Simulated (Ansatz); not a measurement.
# CH6BN: the cost of one run

All numbers below are computed with Ansatz 0.2.0 (RKS BHLYP/6-31G*).

### Step 1. The starting structure

Bond lengths: B1–H2 1.190 Å, B1–N3 1.550 Å, N3–H4 1.060 Å, N3–H5 1.060 Å, B1–C6 1.600 Å, C6–H7 1.110 Å, C6–H8 1.110 Å, C6–H9 1.110 Å. Angles: H2–B1–N3 120.0°, H2–B1–C6 120.0°, N3–B1–C6 120.0°, B1–N3–H4 120.0°, B1–N3–H5 120.0°, H4–N3–H5 120.0°, B1–C6–H7 109.5°, B1–C6–H8 109.5°, B1–C6–H9 109.5°, H7–C6–H8 109.4°, H7–C6–H9 109.4°, H8–C6–H9 109.4°.

Structure file:

```xyz
9

B     0.0000    0.0000    0.0000
H     0.0000    0.0000    1.1900
N     1.3423    0.0000   -0.7750
H     1.8089   -0.9179   -1.0268
H     1.7937    0.9179   -1.0532
C    -1.3856    0.0000   -0.8000
H    -1.9458   -0.9305   -0.5708
H    -1.9898    0.8797   -0.4946
H    -1.1839    0.0508   -1.8903
```

### Step 2. Preparing the start

Input file input.yaml:

```yaml
crystal:
  periodic: [false, false, false]
  atoms:
    - { symbol: B, position_ang: [0.0, 0.0, 0.0] }
    - { symbol: H, position_ang: [0.0, 0.0, 1.19] }
    - { symbol: "N", position_ang: [1.3423, 0.0, -0.775] }
    - { symbol: H, position_ang: [1.8089, -0.9179, -1.0268] }
    - { symbol: H, position_ang: [1.7937, 0.9179, -1.0532] }
    - { symbol: C, position_ang: [-1.3856, 0.0, -0.8] }
    - { symbol: H, position_ang: [-1.9458, -0.9305, -0.5708] }
    - { symbol: H, position_ang: [-1.9898, 0.8797, -0.4946] }
    - { symbol: H, position_ang: [-1.1839, 0.0508, -1.8903] }
basis:
  gaussian: { orbitals: "6-31G*" }
hamiltonian:
  xc: { name: BHLYP }
relax:
  f_tol: 0.02
  max_steps: 40
output:
  orbitals: {}
```

On the command line:

```sh
$ ansatz run input.yaml --threads 1 --pin off --max-ram 2048MiB --backend cpu --events-out ev --progress --plain --runs-dir out
```

**Question.** How long does this run take on 1 thread of Arm Neoverse V1, shared host, and how much memory does it need?

About 26 s, with a peak of 0.13 GiB.
